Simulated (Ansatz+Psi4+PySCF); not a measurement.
Results of a calculation; reference values are marked as such.
This Psi4 input gave a total energy of -56.21581 hartree.

```
molecule {
0 1
N 0.000000 0.000000 0.116490
H 0.000000 2.819190 -1.048400
H 0.813830 -0.469860 -0.271810
H -0.813830 -0.469860 -0.271810
}

set basis cc-pVTZ
set reference uhf
set scf_type pk
set mp2_type conv
set cc_type conv
set num_frozen_docc 1
energy('mp2')
```

Q: Write an input for Ansatz with the same method and basis set.

A:

```yaml
crystal:
  periodic: [false, false, false]
  atoms:
    - { symbol: "N", position_ang: [0.0, 0.0, 0.11649] }
    - { symbol: H, position_ang: [0.0, 2.81919, -1.0484] }
    - { symbol: H, position_ang: [0.81383, -0.46986, -0.27181] }
    - { symbol: H, position_ang: [-0.81383, -0.46986, -0.27181] }
basis:
  gaussian: { orbitals: cc-pVTZ }
magnetization:
  spin_polarized: true
hamiltonian:
  xc: hf
correlation:
  method: mp2
  frozen_orbitals: { H: 0, "N": 1 }
scf:
  omitted_lower_state_checks: [stability, starts, atomic_configurations, cluster_reference, orbital_swaps, given_window_search, neighbouring_geometries, increment]
```

Ansatz (development build ahead of 0.2.0) gave -56.21581 hartree, 0.03 meV from the first. This is not the lowest solution: another run reaches a determinant 4.86 eV lower. Caution: bonds are stretched, where a single reference can fail.
